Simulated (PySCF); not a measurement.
Si–BH₂, sextet: the ladder up to full CI

Geometry: that of the Si–BH2, quartet, kept fixed. The quartet lies 6.3 eV lower here.

```xyz
4

Si    0.0000    0.0000    0.6500
B     0.0000    0.0000   -1.3428
H     0.0000   -1.0760   -1.8539
H     0.0000    1.0760   -1.8539
```

Basis 6-31G; PySCF 2.14.0. Only valence electrons are correlated (noble-gas cores frozen), which leaves 9 electrons in 20 orbitals. Prefix R: restricted or restricted open-shell reference; prefix U: unrestricted.

Full CI is exact within this basis and frozen core; it isn't the basis-set limit. The frozen core follows each run's orbitals, which can shift R against U totals by a few meV.

The UHF ⟨S²⟩ is 8.759 and the T1 diagnostic (ROHF- or RHF-based CCSD) is 0.0268. The largest doubles amplitude (ROHF- or RHF-based CCSD) is 0.045 and the T1 diagnostic (UCCSD) is 0.0211.

```
   level  E − E(full CI) (kJ/mol)  share of correlation (%)  wall time
     RHF                    209.9                      0.00          –
     UHF                    202.8                      3.41          –
    RMP2                     61.1                     70.91          –
    UMP2                     59.5                     71.67          –
   RCCSD                      5.2                     97.51          –
   UCCSD                      5.0                     97.60          –
RCCSD(T)                      1.6                     99.23     0.42 s
UCCSD(T)                      1.5                     99.30     0.31 s
  RCCSDT                      0.2                     99.93      9.1 s
  UCCSDT                      0.1                     99.97      9.1 s
```

The correlation energy at full CI, counted from RHF, is -2.176 eV. The search over symmetries took 5.2 min on 1 thread of Arm Neoverse V1, shared host; the state has 3,663,152 determinants.

Times are those of the correlated step on a shared host, with one SCF added for the restricted CCSD run; they ran on 1 thread of Arm Neoverse V1.

The full-CI state has the irrep B2 of C2v, in the program's axes.

Natural occupations of full CI about the gap: 1.958 1.955 1.008 0.998 0.995 0.994 0.992 0.030 0.019 0.014; effectively unpaired electrons, Σ n²(2−n)², 5.02.
